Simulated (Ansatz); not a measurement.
This script drives Ansatz 0.2.0 through its Python package.

Script `torsion.py`:
```python
"""Rigid torsion scan of C4H5F."""

import ansatz as az
from ase import Atoms


def main() -> None:
    atoms = Atoms(["C", "C", "C", "F", "C", "H", "H", "H", "H", "H"], positions=[
        [-1.1955, -0.4819, -0.1264],
        [0.0721, -0.3384, 0.5161],
        [1.239, -0.5007, -0.0625],
        [1.4339, -0.7484, -1.3686],
        [0.984, 0.7716, 0.5318],
        [-1.8053, 0.5111, -0.0205],
        [-1.7989, -1.2395, 0.3257],
        [-1.1237, -0.6322, -1.2157],
        [1.4712, 1.0091, 1.5308],
        [0.8063, 1.5981, -0.1077],
    ])

    # relax first, so that the scan starts from a minimum
    first = (
        az.Crystal.molecule_from_ase(atoms).calculation()
        .basis(gaussian="6-31G*")
        .functional("B3LYP")
        .relax(force_tolerance=0.02, max_steps=80)
    )
    atoms.positions = first.run(threads=1, pin="off").report["positions_ang"]

    start = atoms.get_dihedral(2, 1, 0, 5)
    energies = {}
    for turn in range(0, 121, 15):
        turned = atoms.copy()
        turned.set_dihedral(2, 1, 0, 5, start + turn, indices=[0, 5, 6, 7])
        model = (
            az.Crystal.molecule_from_ase(turned).calculation()
            .basis(gaussian="6-31G*")
            .functional("B3LYP")
        )
        energies[round((start + turn) % 360)] = model.run(threads=1, pin="off").report["free_energy_ev"]
    floor = min(energies.values())
    print("dihedral C2-C1-C0-H5 (deg)   E - E(min) (eV)")
    for angle, e in sorted(energies.items()):
        print(f"{angle:8d} {(e - floor):14.3f}  " + "#" * int(30 * (e - floor) / max(max(energies.values()) - floor, 1e-9)))


if __name__ == "__main__":
    main()
```

It is started by `python torsion.py`. Estimate its wall time and peak memory on 1 thread of Arm Neoverse V1 (shared host).

It took about 72 s, with a peak of 0.24 GiB, for 10 runs of the engine.

```console
$ python torsion.py
dihedral C2-C1-C0-H5 (deg)   E - E(min) (eV)
     239          0.000
     254          0.007  ####
     269          0.024  ##############
     284          0.042  #########################
     299          0.049  ##############################
     314          0.043  #########################
     329          0.026  ###############
     344          0.009  #####
     359          0.002  #
```

The scan is rigid and the energies are electronic, in a modest basis. With rigid groups the curve can differ much from the relaxed path, the start wasn't checked as a minimum of this torsion, and equivalent turns needn't return to the same energy. b3lyp holds the VWN-RPA fit, as in Gaussian; the form of ORCA and Turbomole is b3lyp5.
